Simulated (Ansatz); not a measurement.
The first iterations of a band of BFH$_{2}$O (5 atoms, charge 0, multiplicity 1).

Theory: RKS B3LYP-D4/def2-SVP (Ansatz).

```yaml
movable_images: 9
climbing_image: yes
spring: 5.0 eV/Å²
optimiser: quadratic models (default)
start_path: through a guess of the saddle point
force_threshold: 0.05 eV/Å
iteration_limit: 60
end_points: relaxed
```

Image 0:

```xyz
5
Properties=species:S:1:pos:R:3
B 0.245 -0.090 0.185
H 0.150 -0.116 1.390
O 1.381 -0.377 -0.478
H 2.116 -0.607 0.102
F -0.817 0.238 -0.537
```

Image 10:

```xyz
5
Properties=species:S:1:pos:R:3
B -0.930 -0.357 0.012
H 1.366 -0.146 1.264
O 1.684 0.037 0.368
H 1.945 -0.840 0.050
F -0.991 0.355 -1.033
```

| iteration | highest image above the first end (eV) | largest band force component (eV/Å) |
| --- | --- | --- |
| 1 | 6.035 | 13.327 |
| 2 | 4.953 | 2.925 |
| 3 | 4.863 | 1.954 |
| 4 | 4.817 | 2.993 |
| 5 | 4.791 | 1.322 |
| 6 | 4.726 | 2.242 |
| 7 | 4.716 | 0.667 |
| 8 | 4.596 | 1.224 |
| 9 | 4.745 | 0.389 |
| 10 | 4.728 | 0.283 |

**Question.** Does the band converge within its limit, and where does its top end?

**Answer.** The forces met the threshold. It ended after 30 iterations with the highest image 4.697 eV above the first end. The profile has 2 maxima (images 2, 6) with wells between them (image 3): this band takes more than one step, which may be the mechanism or a detour left from its start path. Neighbouring images differ by up to 2.1 eV, so the band resolves the path poorly. A vibrational analysis at the climbing image gives one clearly imaginary mode, 1419i cm⁻¹: a first-order saddle point. The orbitals stay closed-shell, which can raise the energy where a bond breaks towards radicals; this wasn't checked here.

The run took 3.3 min on 1 thread of Arm Neoverse V2, with other jobs on the host, peak memory 0.095 GiB.
